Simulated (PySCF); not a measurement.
**SiS, CCSD(T): how much the basis matters**

PySCF, RHF reference; singlet, unpaired electrons none; De to Si + S without counterpoise correction. Frozen cores follow the default of each basis and core potential.

```json
{"basis": "3-21G", "relativity": "no relativity", "functions": "26", "Re (Å)": "2.057", "ωe (cm⁻¹)": "613", "De (eV)": "4.45", "frozen orbitals": "10"}
{"basis": "6-31G(d,p)", "relativity": "no relativity", "functions": "36", "Re (Å)": "1.951", "ωe (cm⁻¹)": "742", "De (eV)": "5.60", "frozen orbitals": "10"}
{"basis": "jorge-DZP-DKH", "relativity": "spin-free X2C", "functions": "48", "Re (Å)": "1.969", "ωe (cm⁻¹)": "727", "De (eV)": "5.54", "frozen orbitals": "10"}
{"basis": "x2c-TZVPPall", "relativity": "spin-free X2C", "functions": "84", "Re (Å)": "1.944", "ωe (cm⁻¹)": "743", "De (eV)": "6.02", "frozen orbitals": "10"}
{"basis": "def2-TZVPPD", "relativity": "no relativity", "functions": "99", "Re (Å)": "1.945", "ωe (cm⁻¹)": "742", "De (eV)": "6.05", "frozen orbitals": "10"}
```

Task: How does each smaller set differ from the one with most functions, def2-TZVPPD?

Result: 3-21G: +11.2 pm, -17.4 % in ωe, -1.60 eV in De; 6-31G(d,p): +0.6 pm, +0.0 % in ωe, -0.45 eV in De; jorge-DZP-DKH: +2.4 pm, -2.0 % in ωe, -0.51 eV in De; x2c-TZVPPall: -0.1 pm, +0.1 % in ωe, -0.03 eV in De. All at CCSD(T); the set with most functions is neither the basis-set limit nor always the best. The rows treat relativity differently, so the differences are not basis effects alone.

Measured (Huber and Herzberg, Constants of Diatomic Molecules (1979)): Re = 1.929321 Å, ωe = 749.64 cm⁻¹. Correlated steps freeze 10 core orbitals. Correlated levels converge slowly with the basis: in double zeta they bind strong bonds too weakly, by up to about 1 eV, and carry superposition errors of some tenths. Where the molecule has an RHF reference, its open-shell atoms are computed with UHF. The CCSD T1 diagnostic is raised in SiS, a sign that a single reference may not be enough there. 3-21G is very small, so such numbers show the basis as much as the molecule.
